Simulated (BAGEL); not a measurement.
# C2H4F2 (1,2-difluoroethane) at HF/6-31G(d) (density fitting with cc-pvqz-jkfit, spherical functions)

What is the vertical electron affinity of C2H4F2 (1,2-difluoroethane) at HF/6-31G* (density fitting with cc-pvqz-jkfit, spherical functions)? 

The calculation is run with BAGEL 1.2.2.

## Step 1: The structure to begin with

The species is C2H4F2 (8 atoms), meant as a singlet with charge 0. SMILES: `FCCF`. The coordinates come from a PBE0-D4/def2-TZVP relaxation. This is one conformer, not always the lowest.

Bond lengths: F1–C2 1.378 Å, C2–C3 1.498 Å, C3–F4 1.378 Å, C2–H5 1.094 Å, C2–H6 1.095 Å, C3–H7 1.095 Å, C3–H8 1.094 Å. Some angles: F1–C2–C3 110.9°, C2–C3–F4 110.9°, F1–C2–H5 108.2°, F1–C2–H6 108.3°, C3–C2–H5 110.5°, C3–C2–H6 109.4°, C2–C3–H7 109.4°, C2–C3–H8 110.5°, F4–C3–H7 108.3°, F4–C3–H8 108.2°.

## Step 2: A single-point energy at HF/6-31G(d) (density fitting with cc-pvqz-jkfit, spherical functions)

Input file calc.json:

```json
{ "bagel": [

{
  "title": "molecule",
  "basis": "6-31gs.json",
  "df_basis": "cc-pvqz-jkfit",
  "angstrom": true,
  "geometry": [
    { "atom": "F", "xyz": [      -1.312370,       0.775570,       0.874010 ] },
    { "atom": "C", "xyz": [      -0.115750,       0.716060,       0.193200 ] },
    { "atom": "C", "xyz": [       0.217900,      -0.696080,      -0.177380 ] },
    { "atom": "F", "xyz": [      -0.618130,      -1.153280,      -1.172850 ] },
    { "atom": "H", "xyz": [      -0.201180,       1.337840,      -0.702830 ] },
    { "atom": "H", "xyz": [       0.670250,       1.117960,       0.841860 ] },
    { "atom": "H", "xyz": [       1.248900,      -0.742470,      -0.544780 ] },
    { "atom": "H", "xyz": [       0.110390,      -1.355610,       0.688780 ] }
  ]
},

{
  "title": "hf"
},

{
  "title": "print",
  "file": "orbitals.molden",
  "orbitals": true
}

]}
```

The basis set 6-31G* is read from a file made from the Basis Set Exchange's data (not shown).

Run with:

```sh
$ BAGEL_NUM_THREADS=1 BAGEL calc.json > calc.out
```

What it wrote:

```text
* using 1 threads per process

  ===============================================================
  ===============================================================

  *** Geometry ***

  { "atom" : "F", "xyz" : [     -2.480020,      1.465615,      1.651640 ] },
  { "atom" : "C", "xyz" : [     -0.218736,      1.353157,      0.365095 ] },
  { "atom" : "C", "xyz" : [      0.411771,     -1.315401,     -0.335200 ] },
  { "atom" : "F", "xyz" : [     -1.168096,     -2.179383,     -2.216365 ] },
  { "atom" : "H", "xyz" : [     -0.380175,      2.528151,     -1.328156 ] },
  { "atom" : "H", "xyz" : [      1.266589,      2.112638,      1.590885 ] },
  { "atom" : "H", "xyz" : [      2.360079,     -1.403065,     -1.029485 ] },
  { "atom" : "H", "xyz" : [      0.208607,     -2.561732,      1.301606 ] },

  Number of auxiliary basis functions:      628

  Since a DF basis is specified, we compute 2- and 3-index integrals:
    o Being stored without compression. Storage requirement is 0.021 GB

  Number of basis functions:       64
  Number of electrons      :       34

    * METHOD: MOLECULE                             0.29

  *** RHF ***

  === Nuclear Repulsion ===
   128.1346320609

      * DIIS with orbital gradients will be used.

  === RHF iteration (6-31gs.json) ===
      0       -276.74151226          0.02315875           0.03
      1       -276.86242495          0.01393431           0.03
      2       -276.91626567          0.00194667           0.03
      3       -276.91770502          0.00036684           0.03
      4       -276.91775403          0.00009468           0.03
      5       -276.91775922          0.00002395           0.03
      6       -276.91775964          0.00000480           0.03
      7       -276.91775966          0.00000074           0.03
      8       -276.91775966          0.00000018           0.03
      9       -276.91775966          0.00000007           0.03
     10       -276.91775966          0.00000003           0.03
     11       -276.91775966          0.00000001           0.03
    * SCF iteration converged.

    * Permanent dipole moment:
           (   -1.107922,    -0.216766,    -0.171510) a.u.

    * METHOD: HF                                   0.47

    * METHOD: PRINT                                0.00

  ===============================================================
```

It took 0.9 s on 1 thread of Intel Xeon 6975P-C (Granite Rapids), shared host; peak memory 0.1 GiB.

## Step 3: The doublet anion

Input file input.json:

```json
{ "bagel" : [

{
  "title" : "molecule",
  "basis" : "6-31gs.json",
  "df_basis" : "cc-pvqz-jkfit",
  "angstrom" : true,
  "geometry" : [
    { "atom" : "F", "xyz" : [   -1.312370,    0.775570,    0.874010 ] },
    { "atom" : "C", "xyz" : [   -0.115750,    0.716060,    0.193200 ] },
    { "atom" : "C", "xyz" : [    0.217900,   -0.696080,   -0.177380 ] },
    { "atom" : "F", "xyz" : [   -0.618130,   -1.153280,   -1.172850 ] },
    { "atom" : "H", "xyz" : [   -0.201180,    1.337840,   -0.702830 ] },
    { "atom" : "H", "xyz" : [    0.670250,    1.117960,    0.841860 ] },
    { "atom" : "H", "xyz" : [    1.248900,   -0.742470,   -0.544780 ] },
    { "atom" : "H", "xyz" : [    0.110390,   -1.355610,    0.688780 ] }
  ]
},
{ "title" : "uhf", "charge" : -1, "nopen" : 1 },
{ "title" : "print", "file" : "orbitals.molden", "orbitals" : true }

]}
```

The basis set 6-31G* is read from a file made from the Basis Set Exchange's data (not shown).

Run with:

```sh
$ BAGEL_NUM_THREADS=1 BAGEL input.json > input.out
```

What it wrote:

```text
* using 1 threads per process

  ===============================================================
  ===============================================================

  *** Geometry ***

  { "atom" : "F", "xyz" : [     -2.480020,      1.465615,      1.651640 ] },
  { "atom" : "C", "xyz" : [     -0.218736,      1.353157,      0.365095 ] },
  { "atom" : "C", "xyz" : [      0.411771,     -1.315401,     -0.335200 ] },
  { "atom" : "F", "xyz" : [     -1.168096,     -2.179383,     -2.216365 ] },
  { "atom" : "H", "xyz" : [     -0.380175,      2.528151,     -1.328156 ] },
  { "atom" : "H", "xyz" : [      1.266589,      2.112638,      1.590885 ] },
  { "atom" : "H", "xyz" : [      2.360079,     -1.403065,     -1.029485 ] },
  { "atom" : "H", "xyz" : [      0.208607,     -2.561732,      1.301606 ] },

  Number of auxiliary basis functions:      628

  Since a DF basis is specified, we compute 2- and 3-index integrals:
    o Being stored without compression. Storage requirement is 0.021 GB

  Number of basis functions:       64
  Number of electrons      :       34

    * METHOD: MOLECULE                             0.25

  *** Open-shell HF ***

  === Nuclear Repulsion ===
   128.1346320609

      * DIIS with orbital gradients will be used.

  === UHF iteration (6-31gs.json) ===
      0       -276.41939775          0.04765198           0.07
      1       -276.58557254          0.02780826           0.07
      2       -276.63211895          0.01603457           0.07
      3       -276.65591853          0.00152073           0.07
      4       -276.65894430          0.00106933           0.07
      5       -276.66150789          0.00091324           0.07
      6       -276.66530950          0.00095009           0.07
      7       -276.66697749          0.00096361           0.07
      8       -276.67877793          0.00095965           0.07
      9       -276.68334175          0.00085699           0.07
     10       -276.66449285          0.00174196           0.07
     11       -276.68666031          0.00069846           0.07
     12       -276.68529450          0.00084602           0.07
     13       -276.68816570          0.00064012           0.07
     14       -276.69039896          0.00029970           0.07
     15       -276.69041675          0.00034977           0.07
     16       -276.69042476          0.00036211           0.07
     17       -276.69029452          0.00013057           0.07
     18       -276.69043903          0.00010402           0.07
     19       -276.69044966          0.00002952           0.07
     20       -276.69045179          0.00001711           0.07
     21       -276.69045275          0.00000762           0.06
     22       -276.69045311          0.00000352           0.07
     23       -276.69045319          0.00000166           0.07
     24       -276.69045320          0.00000142           0.07
     25       -276.69045321          0.00000111           0.07
     26       -276.69045322          0.00000073           0.07
     27       -276.69045323          0.00000026           0.07
     28       -276.69045323          0.00000012           0.07
     29       -276.69045323          0.00000007           0.07
     30       -276.69045323          0.00000003           0.07
     31       -276.69045323          0.00000002           0.07
     32       -276.69045323          0.00000002           0.07
     33       -276.69045323          0.00000001           0.07
     34       -276.69045323          0.00000001           0.07
     35       -276.69045323          0.00000001           0.07
     36       -276.69045323          0.00000001           0.07
     37       -276.69045323          0.00000001           0.07
    * SCF iteration converged.

    * S^2 (UHF) is 0.7551

    * Permanent dipole moment:
           (    0.865485,     0.169098,     0.133863) a.u.

    * METHOD: UHF                                  2.64

    * METHOD: PRINT                                0.00

  ===============================================================
```

It took 3.3 s on 1 thread of Intel Xeon 6975P-C (Granite Rapids), shared host; peak memory 0.1 GiB.

## Step 4: Summary of results

At HF/6-31G* (density fitting with cc-pvqz-jkfit, spherical functions):

| quantity | value |
| --- | --- |
| singlet C2H4F2: total energy | -276.91776 Eh |
| singlet C2H4F2: dipole moment | 2.90 D |
| singlet C2H4F2: HOMO energy | -13.74 eV |
| singlet C2H4F2: LUMO energy | 6.52 eV |
| singlet C2H4F2: HOMO–LUMO gap | 20.27 eV |
| doublet anion: total energy | -276.69045 Eh |
| doublet anion: ⟨S²⟩ | 0.755 |
| vertical electron affinity (to the doublet anion) | -6.185 eV |

The anion lies 6.19 eV (143 kcal/mol) above the neutral: the electron isn't bound at this level, and such a value depends on the basis. Without diffuse functions anions come out too high. Hartree–Fock misses the correlation that binds many anions.
